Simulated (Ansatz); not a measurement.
```yaml
crystal:
  periodic: [false, false, false]
  atoms:
    - {symbol: Cr, position_ang: [0.000000, 0.000000, 0.000000]}
    - {symbol: Si, position_ang: [0.000000, 0.000000, 2.500000]}
basis:
  gaussian: {orbitals: def2-TZVP}
magnetization: {spin_polarized: true, initial_magnetization: 4}
hamiltonian: {xc: pbe0}
relax: {f_tol: 0.004, max_steps: 80}
```

```sh
$ ansatz run in.yaml --threads 1 --pin off --events-out ev --progress --plain --max-ram 2176MiB
```

Steps of the relaxation (energy above the last step; positions in Å, forces in eV/Å):

```
2
step 1, 12.5 meV
Cr    0.000    0.000    0.000    0.000    0.000    0.333
Si    0.000    0.000    2.500    0.000    0.000   -0.333
```

```
2
step 2, 1.4 meV
Cr    0.000    0.000    0.024    0.000    0.000    0.117
Si    0.000    0.000    2.476    0.000    0.000   -0.117
```

```
2
step 3, 0.0 meV
Cr    0.000    0.000    0.037    0.000    0.000   -0.012
Si    0.000    0.000    2.463    0.000    0.000    0.012
```

```
2
step 4, 0.0 meV
Cr    0.000    0.000    0.036    0.000    0.000    0.000
Si    0.000    0.000    2.464    0.000    0.000    0.000
```

Close pairs at the end: Cr1–Si2 2.428 Å.

A stationary point of unrestricted PBE0 after 4 steps, with ⟨S²⟩ = 7.253 against 6.00 for a pure state. 65 s on 1 thread of Arm Neoverse V1, shared host.
